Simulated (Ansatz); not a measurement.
Species: CN, SMILES `[C]#N` (charge 0, multiplicity 2).

**Question.** Give a relaxed geometry from Ansatz (an electronic-structure program) with B3LYP-D3(BJ)/def2-TZVP.

**Answer.** the end point of this relaxation (outside a Z-matrix the atoms follow the SMILES, hydrogens last).
Z-matrix (Å, degrees):
```
C
N 1 1.1622
```
